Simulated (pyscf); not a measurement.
Structures and frequencies: ωB97X-D3(BJ)/def2-SVP in PySCF. MP2 and CC: frozen core, UHF for open shells. ΔMP2 is the change of the MP2 total energy from the triple- to the quadruple-zeta basis.

Task: PBE/def2-TZVP puts the barrier of F–GeH₃ (SMILES [F][GeH3]) + H• (SMILES [H]) → GeH₃• (SMILES [GeH3]) + HF (SMILES F) (atom transfer; doublet surface; F–Ge broken, F–H formed) at 14.1 kcal/mol and the reaction energy at -10.0 kcal/mol, from the separated reactants. What do PBE0-D3(BJ)/def2-TZVP, ωB97M-D3(BJ)/def2-TZVP, CCSD(T)/def2-TZVPP + ΔMP2(QZVPP) give on the same structures?

Result: PBE0-D3(BJ): ΔE‡ = 20.6 kcal/mol, ΔE = -10.2 kcal/mol; ωB97M-D3(BJ): ΔE‡ = 24.3 kcal/mol, ΔE = -10.6 kcal/mol; CCSD(T): ΔE‡ = 27.6 kcal/mol, ΔE = -11.7 kcal/mol. PBE's barrier lies under all of them, by 6.5 to 13.5 kcal/mol. Its reaction energy matches one of them and lies within 1.7 kcal/mol of the others. Low barriers are usual for a GGA, whose delocalisation error favours stretched bonds. The same reactants have a lower exit, to F–GeH₂• + H₂ (barrier +3.5 kcal/mol at ωB97M-D3(BJ), against +24.3 kcal/mol here). One saddle was located; it need not be the lowest between these sides. The angle at the transferred F is 180°. The CCSD(T) − MP2 part came from Ansatz, without density fitting, on the same reference. The frozen core leaves the outer d or s,p core shells of the metals and heavy elements correlated in the MP2 and CC values, and def2-TZVPP describes them poorly, which can shift differences by a few kcal/mol. Elements up to Kr have no core potential and no relativistic terms here.
